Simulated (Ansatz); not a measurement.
## Worked example: building the atomization energy of C2H3N, singlet

Measured: the G2/97 heats of formation, with zero-point and thermal terms from B3LYP taken off, give an electronic atomization energy of 615.7 kcal/mol (Curtiss et al., J. Chem. Phys. 106, 1063 (1997); Staroverov et al., J. Chem. Phys. 119, 12129 (2003)). The calculation below tries to reproduce it.

Geometry (MP2(full)/6-31G*, from the G2/97 set):

| atom | x (Å) | y (Å) | z (Å) |
| --- | --- | --- | --- |
| C | 0.0000 | 0.0000 | -1.3002 |
| C | 0.0000 | 0.0000 | 0.1606 |
| N | 0.0000 | 0.0000 | 1.3389 |
| H | 0.0000 | 1.0250 | -1.6756 |
| H | 0.8877 | -0.5125 | -1.6756 |
| H | -0.8877 | -0.5125 | -1.6756 |

Atomization energies (atoms less molecule, kcal/mol) from Ansatz 0.2.0, frozen cores, restricted molecule, unrestricted atoms (their steps beyond CCSDT(Q) from restricted open-shell runs), sets cc-pVDZ, cc-pVTZ, cc-pVQZ:

```
   level      DZ      TZ      QZ
      HF  421.82  430.09  431.21
 CCSD(T)  566.50  597.17  606.94
   CCSDT  566.25  596.33       –
CCSDT(Q)  567.35  597.54       –
  CCSDTQ  567.19       –       –
```

Q: Extrapolate Hartree–Fock with exp(−5.46 √X) and the CCSD(T) correlation part with X⁻³ (X = 3, 4), add each higher step from the largest set that has it, and compare with the measured value.

A: Hartree–Fock: 431.21 + (431.21 − 430.09) × 0.301 = 431.55.
Correlation: TZ 167.08, QZ 175.73; (64 × 175.73 − 27 × 167.08) / 37 = 182.04.
Full triples (TZ): 596.33 − 597.17 = -0.84.
(Q) (TZ): 597.54 − 596.33 = 1.21.
Full quadruples (DZ): 567.19 − 567.35 = -0.16.
Sum: 613.8 kcal/mol, 1.9 below the measured 615.7.

The steps beyond CCSD(T) add 0.21 kcal/mol, while going from QZ to the limit adds 6.65. Core correlation, scalar relativity, spin–orbit terms and the relaxation from this MP2 geometry are missing from the sum, and the measured value has its own uncertainty.
